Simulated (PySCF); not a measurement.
Working with the constants of NaO⁻

UHF-CCSD(T) constants of NaO⁻, ³Π (triplet), unpaired electrons σ ↑, π ↑ (basis Na aug-cc-pVDZ, O aug-cc-pVDZ; no relativity; PySCF 2.14; masses 22.9898 and 15.9949 u):

| Quantity | Value |
| --- | --- |
| ωe | 381.4 cm⁻¹ |
| ωexe | 3.62 cm⁻¹ |
| Be | 0.38862 cm⁻¹ |
| αe | 0.00616 cm⁻¹ |

Problem. What force constant and bond length do these constants imply?

Solution. Reduced mass μred = 9.4324 u; k = 5.8918×10⁻⁷·μred·ωe² (u, cm⁻¹, mdyn/Å) = 0.808 mdyn/Å; Re = √(16.8576/(μred·Be)) (u, cm⁻¹, Å) = 2.144 Å.

Problem. Estimate the centrifugal constant D from the Kratzer relation and find the Dunham coefficient a1.

Solution. D = 4Be³/ωe² = 1.61e-06 cm⁻¹; a1 = −1 − αeωe/(6Be²) = -3.59.

Correlated steps freeze 2 core orbitals. The state was picked by a PBE0 search and need not be the measured ground state.
